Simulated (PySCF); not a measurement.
Molfile (atoms numbered from 1):
```
C5H7F
     RDKit          3D

 13 13  0  0  0  0  0  0  0  0999 V2000
   -1.4258    2.2146   -0.2462 F   0  0  0  0  0  0  0  0  0  0  0  0
   -0.6192    1.1459   -0.1241 C   0  0  0  0  0  0  0  0  0  0  0  0
    0.6770    1.1743    0.1247 C   0  0  0  0  0  0  0  0  0  0  0  0
    1.2292   -0.2190    0.1614 C   0  0  0  0  0  0  0  0  0  0  0  0
   -0.0236   -1.1200    0.1619 C   0  0  0  0  0  0  0  0  0  0  0  0
   -1.1856   -0.2276   -0.3037 C   0  0  0  0  0  0  0  0  0  0  0  0
    1.2858    2.0481    0.2634 H   0  0  0  0  0  0  0  0  0  0  0  0
    1.8517   -0.3991   -0.7193 H   0  0  0  0  0  0  0  0  0  0  0  0
    1.8516   -0.3858    1.0412 H   0  0  0  0  0  0  0  0  0  0  0  0
    0.1023   -1.9904   -0.4790 H   0  0  0  0  0  0  0  0  0  0  0  0
   -0.2166   -1.4752    1.1742 H   0  0  0  0  0  0  0  0  0  0  0  0
   -1.4373   -0.3934   -1.3547 H   0  0  0  0  0  0  0  0  0  0  0  0
   -2.0939   -0.3718    0.2825 H   0  0  0  0  0  0  0  0  0  0  0  0
  1  2  1  0
  2  3  2  0
  3  4  1  0
  4  5  1  0
  5  6  1  0
  6  2  1  0
  3  7  1  0
  4  8  1  0
  4  9  1  0
  5 10  1  0
  5 11  1  0
  6 12  1  0
  6 13  1  0
M  END
```

Geometry: GFN2-xTB; GIAO absolute shieldings from PySCF, gas phase, non-relativistic, averaged over equivalent atoms.

At LDA/6-31G (68 basis functions, 6 s wall time on 1 thread of an Intel Xeon Platinum 8488C, shared host):
```csv
atoms,σ (ppm)
F1,285.7
C2,37.5
C3,95.9
C6,165.2
C4,167.9
C5,175.8
H7,27.64
H12/H13,29.83
H8/H9,29.88
H10/H11,30.46
```

Q: Estimate the result of repeating the calculation with PBE0/pcSseg-1.

A: 
| atoms | σ at PBE0/pcSseg-1 | change |
| --- | --- | --- |
| F1 | 293.6 | +7.9 |
| C2 | 14.0 | -23.5 |
| C3 | 78.5 | -17.4 |
| C6 | 153.5 | -11.7 |
| C4 | 156.0 | -11.9 |
| C5 | 164.1 | -11.7 |
| H7 | 26.64 | -1.00 |
| H12/H13 | 29.17 | -0.66 |
| H8/H9 | 29.23 | -0.65 |
| H10/H11 | 29.74 | -0.72 |

The largest change is at C2 (fully substituted alkene carbon). Cost: 137 basis functions, 20 s wall time on 1 thread of an Arm Neoverse N1, shared host. The order of the carbon signals is the same at both levels.
